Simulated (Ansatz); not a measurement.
The input, for Ansatz 0.2.0:

```yaml
crystal:
  periodic: [false, false, false]
  atoms:
    - {symbol: Al, position_ang: [-0.890985, 0.000000, 0.867172]}
    - {symbol: Mg, position_ang: [0.979505, 0.000000, -1.046247]}
    - {symbol: H, position_ang: [0.231462, 0.000000, 2.015381]}
basis:
  gaussian: {orbitals: 6-31G}
magnetization: {spin_polarized: true, initial_magnetization: 2}
hamiltonian: {xc: {name: PBE0}}
output: {forces: true, orbitals: {seedname: orbitals}}
```

```sh
$ ansatz run in.yaml --threads 1 --pin off --events-out ev --progress --plain --max-ram 2393MiB
```

(1) Roughly how long does this take on 1 thread of Arm Neoverse N1, shared host, and how much host memory?

```
302 factors; integrals over basis functions are off by at most 1.5e-4 eV
mean field evaluation 1: about -12046.4111 eV, gradient 8.4e0 eV
mean field evaluation 2: about -12044.0632 eV, gradient 1.4e1 eV
mean field evaluation 4: about -12047.7854 eV, gradient 7.9e-1 eV
mean field evaluation 8: about -12047.8594 eV, gradient 4.8e-2 eV
mean field evaluation 16: about -12047.8595 eV, gradient 5.0e-4 eV
mean field evaluation 32: about -12047.7656 eV, gradient 8.7e-3 eV
mean field -12047.85953771 eV, -442.7506716782 hartree, gradient 9.0e-6 eV, S^2 2.020297; 6 other end points of the search recorded, 0 dependent functions left out
the calculation of the forces begins
reference -12047.85956604 eV, -442.7506727193 hartree; 14, 12 occupied and 14, 16 virtual orbitals, 302 factors
Total energy: -12047.85956604 eV, -442.7506727193 hartree
Atom 0 at    -0.890985     0.000000     0.867172 Å, force     0.200135    -0.000000    -0.467173 eV/Å
Atom 1 at     0.979505     0.000000    -1.046247 Å, force    -0.216143     0.000000    -0.123551 eV/Å
Atom 2 at     0.231462     0.000000     2.015381 Å, force     0.016009    -0.000000     0.590723 eV/Å
Dipole moment:     0.345538     0.000000    -0.502549 e Å
```

Forces (eV/Å):
```
Al   0.200  0.000 -0.467
Mg  -0.216  0.000 -0.124
H    0.016  0.000  0.591
```

Results:

(1) 6 s wall and 0.09 GiB.
